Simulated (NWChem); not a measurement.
The numbers come from NWChem runs, not from measurements. System: hydrogen sulfide (H2S), charge 0, spin multiplicity 1, at a geometry optimised with PBE0/def2-SVP. Level: RHF/def2-TZVP.

Input file:

```
start mol
memory heap 200 mb stack 800 mb global 1000 mb
geometry units angstroms nocenter noautoz
  S      0.000000     0.000000     0.104000
  H     -0.971478     0.000000    -0.831997
  H      0.971478     0.000000    -0.831997
  symmetry group C2v
end
basis spherical
  * library def2-tzvp
end
scf
  rhf
  nopen 0
  maxiter 100
  thresh 1e-7
  semidirect memsize 60000000 filesize 0
end
task scf energy
```

Output (cleaned and shortened):

```
             Northwest Computational Chemistry Package (NWChem) 7.3.0
             --------------------------------------------------------

                                NWChem Input Module
                                -------------------

 Scaling coordinates for geometry "geometry" by  1.889725989
 (inverse scale =  0.529177249)

 Turning off AUTOSYM since
 SYMMETRY directive was detected!

                             Geometry "geometry" -> ""
                             -------------------------

 Output coordinates in angstroms (scale by  1.889725989 to convert to a.u.)

  No.       Tag          Charge          X              Y              Z
 ---- ---------------- ---------- -------------- -------------- --------------
    1 S                   16.0000     0.00000000     0.00000000     0.10400000
    2 H                    1.0000    -0.97147800     0.00000000    -0.83199700
    3 H                    1.0000     0.97147800     0.00000000    -0.83199700

 Effective nuclear repulsion energy (a.u.)      12.8249127440

            Nuclear Dipole moment (a.u.)
            ----------------------------
        X                 Y               Z
 ---------------- ---------------- ----------------
     0.0000000000     0.0000000000     0.0000113384

      Symmetry information
      --------------------

 Group name             C2v
 Group number             16
 Group order               4
 No. of unique centers     2

      Symmetry unique atoms

     1    2


 Summary of "ao basis" -> "" (spherical)
 ------------------------------------------------------------------------------
       Tag                 Description            Shells   Functions and Types
 ---------------- ------------------------------  ------  ---------------------
 *                         def2-tzvp                  on all atoms

 Summary of "ao basis" -> "ao basis" (spherical)
 ------------------------------------------------------------------------------
       Tag                 Description            Shells   Functions and Types
 ---------------- ------------------------------  ------  ---------------------
[...]
   Bfn.  Coefficient  Atom+Function         Bfn.  Coefficient  Atom+Function
  ----- ------------  ---------------      ----- ------------  ---------------
    17      0.413605  1 S  pz                 5      0.302054  1 S  s
     4      0.271737  1 S  s                 20      0.235941  1 S  pz
    14      0.196440  1 S  pz                 3     -0.181542  1 S  s
    39     -0.160423  2 H  s                 45     -0.160423  3 H  s
     8     -0.157194  1 S  pz

 Vector    9  Occ=2.000000D+00  E=-3.835695D-01  Symmetry=b2
              MO Center=  9.7D-16,  1.2D-16,  6.9D-02, r^2= 1.5D+00
   Bfn.  Coefficient  Atom+Function         Bfn.  Coefficient  Atom+Function
  ----- ------------  ---------------      ----- ------------  ---------------
    16      0.523247  1 S  py                19      0.401079  1 S  py
    13      0.238050  1 S  py                 7     -0.186796  1 S  py

 Vector   10  Occ=0.000000D+00  E= 1.335689D-01  Symmetry=a1
              MO Center= -3.8D-15,  2.1D-16, -6.7D-01, r^2= 4.9D+00
   Bfn.  Coefficient  Atom+Function         Bfn.  Coefficient  Atom+Function
  ----- ------------  ---------------      ----- ------------  ---------------
     5      1.444750  1 S  s                 40     -1.213209  2 H  s
    46     -1.213209  3 H  s                 20     -0.874828  1 S  pz
     3     -0.159977  1 S  s

 Vector   11  Occ=0.000000D+00  E= 1.495597D-01  Symmetry=b1
              MO Center=  3.0D-13,  1.0D-16, -3.4D-01, r^2= 3.8D+00
   Bfn.  Coefficient  Atom+Function         Bfn.  Coefficient  Atom+Function
  ----- ------------  ---------------      ----- ------------  ---------------
    40      1.322993  2 H  s                 46     -1.322993  3 H  s
    18      1.272882  1 S  px                15      0.182061  1 S  px
    12      0.165016  1 S  px

 Vector   12  Occ=0.000000D+00  E= 2.940242D-01  Symmetry=b1
              MO Center=  4.2D-14, -2.7D-16, -4.7D-01, r^2= 5.0D+00
   Bfn.  Coefficient  Atom+Function         Bfn.  Coefficient  Atom+Function
  ----- ------------  ---------------      ----- ------------  ---------------
    40      1.108734  2 H  s                 46     -1.108734  3 H  s
    39     -0.708534  2 H  s                 45      0.708534  3 H  s
    18     -0.457640  1 S  px                15      0.289302  1 S  px

 center of mass
 --------------
 x =   0.00000000 y =   0.00000000 z =   0.09163370

 moments of inertia (a.u.)
 ------------------
           5.932126879085           0.000000000000           0.000000000000
           0.000000000000          12.725394665337           0.000000000000
           0.000000000000           0.000000000000           6.793267786252

  Mulliken analysis of the total density
  --------------------------------------

    Atom       Charge   Shell Charges
 -----------   ------   -------------------------------------------------------
    1 S   16    16.31   2.01  0.49  1.48  1.04  0.81  4.18  1.69  0.89  2.35  1.26  0.04  0.07  0.01
    2 H    1     0.85   0.23  0.49  0.10  0.02
    3 H    1     0.85   0.23  0.49  0.10  0.02

       Multipole analysis of the density wrt the origin
       ------------------------------------------------

     L   x y z        total         open         nuclear
     -   - - -        -----         ----         -------
     0   0 0 0     -0.000000      0.000000     18.000000

     1   1 0 0      0.000000      0.000000      0.000000
     1   0 1 0      0.000000      0.000000      0.000000
     1   0 0 1     -0.459867      0.000000      0.000011

     2   2 0 0     -9.092357      0.000000      6.740523
     2   1 1 0     -0.000000      0.000000      0.000000
     2   1 0 1      0.000000      0.000000      0.000000
     2   0 2 0    -12.473554      0.000000      0.000000
     2   0 1 1      0.000000      0.000000      0.000000
     2   0 0 2    -10.080521      0.000000      5.561911

 Task  times  cpu:        0.2s     wall:        0.2s

 Total times  cpu:        0.2s     wall:        0.2s
```
